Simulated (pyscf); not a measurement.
Thermochemistry of product channels of `[CH2]1[CH2][CH2]1` on the singlet surface, in kcal/mol, from ωB97M-D3(BJ)/def2-TZVP energies (ideal gas, 1 atm, RRHO with modes under 100 cm⁻¹ raised to 100, one conformer, R ln 2 for rigid chiral ones). PySCF, gas phase, ωB97X-D3(BJ)/def2-SVP geometries.

```csv
products,ΔE,ΔH(298 K),ΔG(298 K),ΔG(900 K)
`[CH]1=[CH][CH2]1` + `[H][H]`,+63.4,+56.0,+46.3,+25.1
`[CH2]` [singlet] + `[CH2]=[CH2]`,___,+103.4,+91.2,+65.6
```

Question: What belongs in the gaps?

Answer: 
- `[CH2]` [singlet] + `[CH2]=[CH2]`, ΔE: +109.9

These are energies of the channels, which say nothing of barriers. cyclopropane lies 6.6 kcal/mol over its isomer H₂C=CH–CH₃, and others may lie lower still (electronic energy, ωB97M-D3(BJ)). cyclic C₃H₄ (SMILES C1=CC1) lies 22.3 kcal/mol over its isomer H₂C=C=CH₂, and others may lie lower still (electronic energy, ωB97M-D3(BJ)). CH₂ [singlet] is an excited spin state, 8.9 kcal/mol over the triplet at ωB97X-D3(BJ). A restricted singlet here is unstable towards spin polarisation, as is usual where a triplet lies low; its energy is less safe.
